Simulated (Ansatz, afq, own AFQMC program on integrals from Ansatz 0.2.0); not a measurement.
AFQMC on a folder of integrals that Ansatz 0.2.0 wrote.

```yaml
crystal:
  periodic: [false, false, false]
  atoms:
    - {symbol: Si, position_ang: [0.000000, -0.029760, 0.504488]}
    - {symbol: N, position_ang: [0.000000, 0.114205, -1.081764]}
    - {symbol: H, position_ang: [0.000000, -1.262006, 1.342706]}
    - {symbol: H, position_ang: [0.000000, 1.204545, 1.315030]}
    - {symbol: H, position_ang: [0.000000, -0.700331, -1.682342]}
basis:
  gaussian: {orbitals: cc-pVDZ}
magnetization: {spin_polarized: false}
correlation: {method: ccsd_t, electrons: outside_noble_gas, hamiltonian_folder: ham}
```

```sh
$ ansatz run in.yaml --threads 1 --pin off --events-out ev --progress --plain --max-ram 1382MiB
```

Options of the walk:

```
--method phaseless --trial cisd --walkers 60 --populations 1 --least-time 40 --time-step 0.005 --steps-per-block 50 --equilibration-blocks 28 --max-blocks 300 --target-error 0.00042 --factor-cut 1e-05 --seed 8055 --release-times 0.24,0.51,0.99,1.62,2.4 --release-step 0.03 --release-every 4 --taylor-order 6
```

Times are imaginary, in 1/Eh. The walk had a cap of 733 s.

Log:

```
orbitals 41  electrons 6 6  factors 318 of 449
reference energy -345.07139802 Eh
CCSD correlation -0.29743622 Eh in 12 cycles, weight of the determinant in the CISD state 0.8679
energy of the start -345.368834 Eh
 block  time / (1/Eh)  mean weight  energy / Eh
     1     0.250  0.9979  -345.363466
     2     0.500  0.9976  -345.372178
     3     0.750  0.9993  -345.380225
     4     1.000  0.9997  -345.380589
     5     1.250  1.0016  -345.378118
     9     2.250  0.9973  -345.375247
    33     8.250  1.0007  -345.378643
    65    16.250  1.0025  -345.377744
    97    24.250  0.9986  -345.387557
   129    32.250  1.0007  -345.382575
   161    40.250  1.0025  -345.400594
   193    48.250  0.9991  -345.379223
   225    56.250  1.0004  -345.378098
   257    64.250  0.9988  -345.379535
   273    68.250  1.0007  -345.370970
   289    72.250  1.0013  -345.384546
   321    80.250  0.9977  -345.381547
blocks merged  error / Eh  count
     1  0.000485  300
     2  0.000602  150
     4  0.000736  75
     8  0.000823  37
    16  0.000975  18
    32  0.000906  9
released: time / (1/Eh)  energy / Eh  error  mean overlap
  0.24  -345.380538  0.000863  1.0098
  0.51  -345.380745  0.000739  1.0248
  0.99  -345.381593  0.000712  1.0085
  1.62  -345.381108  0.000789  1.0243
  2.40  -345.381674  0.000852  1.0078
energy -345.380598 +/- 0.000975 Eh
(rows thinned)
```

The run passed its tests (sampling time, drift between the halves within three errors, error under three times the target), which doesn't prove that it has relaxed.

Against this walk (error 26.5 meV) on the same determinant: CCSD(T) 30.3 meV higher (within the noise), CCSDT(Q) 22.2 meV lower (within the noise). The error is statistical and leaves out the bias of the constraint. Released to 2.40 1/Eh the energy moves by -29 ± 35 meV (both errors), within twice the noise.

Cautions: constraint bias not in the error; error above the target (26.5 against 11.4 meV); higher spins were not checked; restricted determinant unstable towards unrestricted (UHF 10 meV lower, ⟨S²⟩ 0.13); raised T1 diagnostic (T1 0.020, weight of the determinant 0.87, largest double 0.12); the bias of populations of 60 walkers isn't removed.

The walk took 3.9 min on 1 thread of Arm Neoverse V2 (shared host). The log's last line is the phaseless energy.

CCSDT and higher add their correlation energy to the determinant of the CCSD(T) run, since their own runs factorise the integrals more tightly (a shift of under 2 meV). A walk keeps the symmetry of its determinant, which the program's search chose and which needn't be the lowest solution, so a lower state of the same spin and another symmetry isn't excluded.
